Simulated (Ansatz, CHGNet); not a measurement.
Elastic constant C11 (GPa) of solids drawn from the class of intermetallic compounds, at two levels: the machine-learned potential CHGNet 0.3.0 (trained on PBE and PBE+U data), and PBE in Ansatz (PAW).

```
solid                   CHGNet 0.3.0  PBE  shift (%)
----------------------  ------------  ---  ---------
L1₂ (Cu3Au-type) Cu3Au           181  180       -0.6
CsCl-type PdIn                   114  128      +12.3
L1₀ (CuAu-type) CuAu             175  162       -7.4
CsCl-type RuAl                   252  315        +25
L1₂ (Cu3Au-type) Ni3Al           200  247        +24
fluorite PtAl2                   137  172        +26
L1₂ (Cu3Au-type) Al3Sc          97.4  180        +85
antifluorite Mg2Ge              86.7  107        +23
CsCl-type CuZn                  93.5  125        +34
fluorite AuAl2                  95.9  139        +45
```

The shifts run from -7.4 % to +85 %, with a median of +24 %.

Over all 10 rows PBE is the larger in 8.

Ansatz's runs of these crystals have no spin polarisation, but for L1₂ (Cu3Au-type) Ni3Al.

Density-functional runs with spin start from parallel moments for L1₂ (Cu3Au-type) Ni3Al.

Spin–orbit coupling is left out, also for the solids with elements from indium on (L1₂ (Cu3Au-type) Cu3Au, CsCl-type PdIn, L1₀ (CuAu-type) CuAu, fluorite PtAl2, fluorite AuAl2); its size isn't shown.

Each level is taken at its own relaxed cell. Ansatz's density-functional and Hartree–Fock values are scalar-relativistic unless marked +SOC, with PAW data made under PBE.

Ansatz is a quantum-chemistry and plane-wave program.
